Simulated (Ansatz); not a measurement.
Other spins and charges of NO⁺, singlet at one geometry

Geometry (PBE0/def2-TZVP stationary point for this spin):

```xyz
2

N     0.0000    0.0000    0.0000
O     0.0000    0.0000    1.0537
```

Basis cc-pVDZ; Ansatz 0.2.0. Correlated methods freeze the noble-gas cores. R marks a restricted (for open shells ROHF) determinant, U an unrestricted one. Active spaces: valence = (10e, 8o) chosen from the atoms' valence shells.

Gaps are energies of the second state less the first, at fixed atoms, for a selection of the levels run; each method lands on the state that its own search finds for that charge and spin.

Unrestricted rows (U, and Kohn–Sham where it breaks symmetry) aren't spin-pure: their determinants' ⟨S²⟩ exceeds S(S+1) by up to 0.20, so they mix in states of higher spin. A value is left out where its run failed or describes another state than the reference as far as symmetry and spin tell, or, spin-broken singlets apart, can't be checked.

Triplet less singlet: 8.138 eV at UCCSDT(Q).

```
                   level  gap (eV)  error (meV)  ⟨S²⟩ where 0.1 over S(S+1) (first / second)
                     RHF     7.292         -846                                        – / –
                     UHF     6.798        -1340                                     – / 2.20
                    RMP2     8.420          282                                        – / –
                    UMP2     8.973          835                                     – / 2.20
                    CISD     7.977         -161                                        – / –
                   RCCSD     8.084          -54                                        – / –
                   UCCSD     8.061          -77                                     – / 2.20
                RCCSD(T)     8.151           13                                        – / –
                UCCSD(T)     8.156           18                                     – / 2.20
                 BCCD(T)     8.151           13                                        – / –
                  RCCSDT     8.130           -8                                        – / –
                  UCCSDT     8.127          -11                                     – / 2.20
               RCCSDT(Q)     8.145            7                                        – / –
  CASSCF (valence space)     8.521          383                                        – / –
  NEVPT2 (valence space)     8.183           45                                        – / –
  MRCISD (valence space)     8.192           54                                        – / –
MRCISD+Q (valence space)     8.158           20                                        – / –
                     PBE     7.686         -452                                        – / –
                  r2SCAN     7.545         -593                                        – / –
                    PBE0     7.658         -480                                        – / –
                   B3LYP     7.742         -396                                        – / –
                 wB97M-V     8.094          -44                                        – / –
                  B2PLYP     8.004         -134                                        – / –
                 RPA-PBE     8.006         -132                                        – / –
```

In so small a basis the reference is far from its limit while semilocal and hybrid functionals are nearer theirs (RPA and double hybrids share much of the reference's basis error), so the functionals' errors here hold much of the reference's basis and frozen-core error, which can add to them or hide them.

Full CI isn't at hand for all of this; UCCSDT(Q) serves as the reference, and is uncertain by about the last step of the cluster series. The frozen core follows each run's orbitals, which can shift R against U totals by a few meV.
